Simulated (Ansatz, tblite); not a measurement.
**The cluster Pd₃−: rung by rung**

One table from this session's results is given with a row withheld; the runs are named, their logs left out.

The runs use Ansatz 0.2.0, Gaussian basis; as each input shows.

The runs, in order: GFN1-xTB, GFN2-xTB, PBE-D4/def2-TZVPD, r2SCAN-D4/def2-TZVPD, HSE06-D4/def2-TZVPD, BLYP-D4/def2-TZVPD, ωB97X-V/def2-TZVPD, B97M-V/def2-TZVPD, ωB97M-V/def2-TZVPD, PBE-D4/def2-SVPD, PBE0-D4/def2-SVPD, CCSD(T)/def2-TZVPD, RPA/def2-TZVPD.

3 further runs of the same task are left out: 1 that didn't finish, 2 set aside as unsound or not needed. Runs told in other sessions of the task aren't counted.

## The structure

The geometry is that of the doublet, from an earlier relaxation (PBE0-D4/def2-TZVPD). At that level it is the lowest of the isomers that a small search found.

3 atoms, charge -1, spin multiplicity 2.

Bond lengths: Pd1–Pd2 2.557 Å, Pd1–Pd3 2.557 Å, Pd2–Pd3 2.557 Å. Angles: Pd2–Pd1–Pd3 60.0°, Pd1–Pd2–Pd3 60.0°, Pd1–Pd3–Pd2 60.0°.

Pd takes a core potential in the def2 sets. No spin-orbit coupling is included. The ion is computed in the gas phase, without counter-ions or solvent.

PBE0-D4/def2-TZVPD was run before; its log isn't repeated, and its numbers join the tables.

Set-up of the first run:

Tight binding, by tblite at 300 K electronic temperature and without a spin-polarisation term:

```python
tblite.interface.Calculator('GFN1-xTB', numbers, positions, charge=-1, uhf=1).singlepoint()
```

Tight binding, by tblite at 300 K electronic temperature and without a spin-polarisation term:

```python
tblite.interface.Calculator('GFN2-xTB', numbers, positions, charge=-1, uhf=1).singlepoint()
```

start.molden holds the orbitals of an earlier run on this state, given as this run's starting guess.

The input, in.yaml:

```yaml
crystal:
  periodic: [false, false, false]
  atoms:
    - {symbol: Pd, position_ang: [-1.054445, -0.607332, -0.836071]}
    - {symbol: Pd, position_ang: [0.312852, 1.436572, -0.134613]}
    - {symbol: Pd, position_ang: [0.741583, -0.829240, 0.970685]}
basis:
  gaussian: {orbitals: def2-TZVPD, initial_orbitals: start.molden}
total_charge: -1
magnetization: {spin_polarized: true, initial_magnetization: 1}
hamiltonian: {xc: pbe, dispersion: d4}
scf: {omitted_lower_state_checks: [starts]}
output: {orbitals: {seedname: orbitals}}
```

On the command line:

```sh
ansatz run in.yaml --threads 4 --pin off --events-out ev --progress --plain --max-ram 3916MiB
```

Steps of the session up to this table: PBE-D4/def2-TZVPD; r2SCAN-D4/def2-TZVPD; HSE06-D4/def2-TZVPD; BLYP-D4/def2-TZVPD; ωB97X-V/def2-TZVPD; B97M-V/def2-TZVPD; ωB97M-V/def2-TZVPD; PBE-D4/def2-SVPD; PBE0-D4/def2-SVPD; CCSD(T)/def2-TZVPD; RPA/def2-TZVPD.

One of the session's tables, all rows but one given; the rest of the session is left out.

| level | LUMO (eV) | gap (eV) |
| --- | --- | --- |
| PBE-D4/def2-SVPD | 1.32 | 0.42 |
| PBE-D4/def2-TZVPD | 1.32 | 0.42 |
| BLYP-D4/def2-TZVPD | 1.40 | 0.41 |
| r2SCAN-D4/def2-TZVPD | 1.61 | 0.75 |
| B97M-V/def2-TZVPD | 1.51 | 0.82 |
| PBE0-D4/def2-SVPD | ? | ? |
| PBE0-D4/def2-TZVPD | 2.37 | 2.67 |
| HSE06-D4/def2-TZVPD | 2.03 | 1.95 |
| ωB97X-V/def2-TZVPD | 3.86 | 5.72 |
| ωB97M-V/def2-TZVPD | 3.60 | 5.47 |

Estimate the missing values for PBE0-D4/def2-SVPD.

**Answer.** LUMO (eV): 2.36; gap (eV): 2.67. In the column «LUMO (eV)» it lies between HSE06-D4/def2-TZVPD (2.03) and PBE0-D4/def2-TZVPD (2.37).

Limits of these values: Doubts: large T1 diagnostic, spin contamination. Notes on CCSD(T)/def2-TZVPD: large T1 diagnostic, spin contamination.
